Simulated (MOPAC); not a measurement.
Input file for MOPAC: AM1 on C2H8O2 (a complex).

```
AM1 1SCF PRECISE CHARGE=0 THREADS=1
C2H8O2

O     -1.45717791 1     0.32125918 1    -0.10217505 1
H     -0.51294591 1     0.29746218 1    -0.30631005 1
C     -1.97310791 1    -0.96674682 1    -0.36751405 1
H     -3.03098791 1    -0.95172382 1    -0.11881805 1
H     -1.87765291 1    -1.24812982 1    -1.41896505 1
H     -1.49587891 1    -1.74173182 1     0.23773695 1
O      1.42020109 1     0.22120318 1    -0.39631205 1
H      1.88899009 1     0.83558818 1    -0.96597805 1
C      1.92903509 1     0.37822218 1     0.92540595 1
H      1.37546609 1    -0.30997382 1     1.55553595 1
H      2.98803109 1     0.12778318 1     0.98212895 1
H      1.77659509 1     1.38891618 1     1.30329795 1
```

Output:

```
*******************************************************************************
 **                                                                           **
 **                              MOPAC v23.2.5                                **
 **                                                                           **
 *******************************************************************************
 ** MOPAC's Digital Object Identifier: https://doi.org/10.5281/zenodo.6511958 **
 **                                                                           **
 ** Please cite the open-source release paper for use of this MOPAC version:  **
 ** J. E. Moussa and J. J. P. Stewart (2026)                                  **
 ** MOPAC: An open-source semiempirical molecular orbital program             **
 ** J. Open Source Softw., 11(119), 8025, https://doi.org/10.21105/joss.08025 **
 *******************************************************************************

                              AM1 CALCULATION RESULTS

 *******************************************************************************
 *  AM1        - The AM1 Hamiltonian to be used
 *
 *
 *
 *                 CHARGE ON SYSTEM = 0
 *
 *
 *
 *  PRECISE    - TIGHTER CRITERIA TO BE USED
 *  1SCF       - DO 1 SCF AND THEN STOP
 *  THREADS=1  - MULTI-THREADING NOT USED
 *  T=         - A TIME OF 172800.0 SECONDS REQUESTED
 *  DUMP=N     - RESTART FILE WRITTEN EVERY 7200.0 SECONDS REQUESTED
 *******************************************************************************
AM1 1SCF PRECISE CHARGE=0 THREADS=1
 C2H8O2

   ATOM   CHEMICAL          X               Y               Z
  NUMBER   SYMBOL      (ANGSTROMS)     (ANGSTROMS)     (ANGSTROMS)

     1       O         -1.45717791  *   0.32125918  *  -0.10217505  *
     2       H         -0.51294591  *   0.29746218  *  -0.30631005  *
     3       C         -1.97310791  *  -0.96674682  *  -0.36751405  *
     4       H         -3.03098791  *  -0.95172382  *  -0.11881805  *
     5       H         -1.87765291  *  -1.24812982  *  -1.41896505  *
     6       H         -1.49587891  *  -1.74173182  *   0.23773695  *
     7       O          1.42020109  *   0.22120318  *  -0.39631205  *
     8       H          1.88899009  *   0.83558818  *  -0.96597805  *
     9       C          1.92903509  *   0.37822218  *   0.92540595  *
    10       H          1.37546609  *  -0.30997382  *   1.55553595  *
    11       H          2.98803109  *   0.12778318  *   0.98212895  *
    12       H          1.77659509  *   1.38891618  *   1.30329795  *



          CARTESIAN COORDINATES

    NO.       ATOM           X           Y           Z

     1         O         -1.4572      0.3213     -0.1022
     2         H         -0.5129      0.2975     -0.3063
     3         C         -1.9731     -0.9667     -0.3675
     4         H         -3.0310     -0.9517     -0.1188
     5         H         -1.8777     -1.2481     -1.4190
     6         H         -1.4959     -1.7417      0.2377
     7         O          1.4202      0.2212     -0.3963
     8         H          1.8890      0.8356     -0.9660
     9         C          1.9290      0.3782      0.9254
    10         H          1.3755     -0.3100      1.5555
    11         H          2.9880      0.1278      0.9821
    12         H          1.7766      1.3889      1.3033

  H: (AM1): M.J.S. DEWAR ET AL, J. AM. CHEM. SOC. 107 3902-3909 (1985)
  C: (AM1): M.J.S. DEWAR ET AL, J. AM. CHEM. SOC. 107 3902-3909 (1985)
  O: (AM1): M.J.S. DEWAR ET AL, J. AM. CHEM. SOC. 107 3902-3909 (1985)

           Empirical Formula: C2 H8 O2  =    12 atoms



      MOLECULAR POINT GROUP   :   C1


      RHF CALCULATION, NO. OF DOUBLY OCCUPIED LEVELS = 14


 -------------------------------------------------------------------------------
 AM1 1SCF PRECISE CHARGE=0 THREADS=1
 C2H8O2



     1SCF WAS SPECIFIED, SO BFGS WAS NOT USED
     SCF FIELD WAS ACHIEVED


                              AM1 CALCULATION
                                                       MOPAC v23.2.5 Linux




          FINAL HEAT OF FORMATION =       -113.13229 KCAL/MOL =    -473.34549 KJ/MOL


          COSMO AREA              =        116.79 SQUARE ANGSTROMS
          COSMO VOLUME            =         97.10 CUBIC ANGSTROMS

          IONIZATION POTENTIAL    =         10.735298 EV
          HOMO LUMO ENERGIES (EV) =        -10.735  3.313
          NO. OF FILLED LEVELS    =         14
          MOLECULAR WEIGHT        =         64.0840         POINT GROUP:  C1

          MOLECULAR DIMENSIONS (Angstroms)

            Atom       Atom       Distance
            H    11    H     4     6.21337
            H     8    H    10     2.80566
            H     5    H    12     2.53658


          SCF CALCULATIONS        =          1





   ATOM   CHEMICAL          X               Y               Z
  NUMBER   SYMBOL      (ANGSTROMS)     (ANGSTROMS)     (ANGSTROMS)

     1       O         -1.45717791  *   0.32125918  *  -0.10217505  *
     2       H         -0.51294591  *   0.29746218  *  -0.30631005  *
     3       C         -1.97310791  *  -0.96674682  *  -0.36751405  *
     4       H         -3.03098791  *  -0.95172382  *  -0.11881805  *
     5       H         -1.87765291  *  -1.24812982  *  -1.41896505  *
     6       H         -1.49587891  *  -1.74173182  *   0.23773695  *
     7       O          1.42020109  *   0.22120318  *  -0.39631205  *
     8       H          1.88899009  *   0.83558818  *  -0.96597805  *
     9       C          1.92903509  *   0.37822218  *   0.92540595  *
    10       H          1.37546609  *  -0.30997382  *   1.55553595  *
    11       H          2.98803109  *   0.12778318  *   0.98212895  *
    12       H          1.77659509  *   1.38891618  *   1.30329795  *

                             CARTESIAN COORDINATES

   1    O       -1.457177910     0.321259180    -0.102175050
   2    H       -0.512945910     0.297462180    -0.306310050
   3    C       -1.973107910    -0.966746820    -0.367514050
   4    H       -3.030987910    -0.951723820    -0.118818050
   5    H       -1.877652910    -1.248129820    -1.418965050
   6    H       -1.495878910    -1.741731820     0.237736950
   7    O        1.420201090     0.221203180    -0.396312050
   8    H        1.888990090     0.835588180    -0.965978050
   9    C        1.929035090     0.378222180     0.925405950
  10    H        1.375466090    -0.309973820     1.555535950
  11    H        2.988031090     0.127783180     0.982128950
  12    H        1.776595090     1.388916180     1.303297950


           Empirical Formula: C2 H8 O2  =    12 atoms



      MOLECULAR POINT GROUP   :   C1


                  EIGENVALUES
 -38.20801 -37.24425 -27.66275 -26.95301 -18.65385 -17.87812 -15.68244 -15.60130
 -15.05952 -14.96048 -12.87213 -12.16913 -11.47076 -10.73530   3.31278   3.97140
   4.14711   4.34948   4.56434   4.61053   4.67170   5.14509   5.93189   6.88552


              NET ATOMIC CHARGES AND DIPOLE CONTRIBUTIONS

  ATOM NO.   TYPE          CHARGE      No. of ELECS.   s-Pop       p-Pop
    1          O          -0.344547        6.3445     1.86987     4.47468
    2          H           0.219820        0.7802     0.78018
    3          C          -0.058677        4.0587     1.21807     2.84060
    4          H           0.082291        0.9177     0.91771
    5          H           0.046482        0.9535     0.95352
    6          H           0.045299        0.9547     0.95470
    7          O          -0.342486        6.3425     1.86782     4.47466
    8          H           0.205361        0.7946     0.79464
    9          C          -0.068928        4.0689     1.22244     2.84648
   10          H           0.096669        0.9033     0.90333
   11          H           0.057715        0.9423     0.94229
   12          H           0.061001        0.9390     0.93900
 DIPOLE           X         Y         Z       TOTAL
 POINT-CHG.     1.359    -0.345     0.406     1.460
 HYBRID         0.890     0.120    -0.292     0.944
 SUM            2.249    -0.225     0.114     2.263


          ATOMIC ORBITAL ELECTRON POPULATIONS

     Atom    s        px        py        pz
    1  O   1.86987   1.28524   1.29018   1.89925
    2  H   0.78018
    3  C   1.21807   0.99447   0.86034   0.98579
    4  H   0.91771
    5  H   0.95352
    6  H   0.95470
    7  O   1.86782   1.63719   1.63934   1.19813
    8  H   0.79464
    9  C   1.22244   0.98706   1.01443   0.84500
   10  H   0.90333
   11  H   0.94229
   12  H   0.93900

 **********************
 *                    *
 * JOB ENDED NORMALLY *
 *                    *
 **********************




 == MOPAC DONE ==
```

The run finished.

Cost: about 0.03 core-seconds (a rough figure).
